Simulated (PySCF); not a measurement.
Structure with atom numbers: `[CH3:1][n:2]1[cH:3][cH:4][n:5][cH:6]1`. Each H is labelled by its parent atom.

Geometry: PBE0-D3(BJ)/def2-SVP; GIAO absolute shieldings from PySCF 2.14, gas phase, non-relativistic, averaged over equivalent atoms.

At PBE0/pcSseg-0 (66 basis functions, 3.7 s wall time on 1 thread of an Arm Neoverse V2, shared host):
```tsv
atoms	σ (ppm)
C6	44.8
C4	49.3
C3	62.8
C1	158.0
N5	-52.5
N2	89.9
H(C4)	25.66
H(C6)	25.87
H(C3)	26.14
H(C1)	29.04
```

Question: Estimate the result of repeating the calculation with PBE0/aug-cc-pVDZ.

Answer: 
```csv
atoms,σ at PBE0/aug-cc-pVDZ,change
C6,59.6,+14.8
C4,64.4,+15.1
C3,78.2,+15.4
C1,163.2,+5.2
N5,-9.3,+43.2
N2,99.1,+9.2
H(C4),24.04,-1.62
H(C6),24.09,-1.78
H(C3),24.38,-1.76
H(C1),27.72,-1.32
```

The largest change is at N5 (pyridine-type nitrogen of an azole). Cost: 192 basis functions, 15 s wall time on 1 thread of an Arm Neoverse V2, shared host. The order of the carbon signals is the same at both levels.
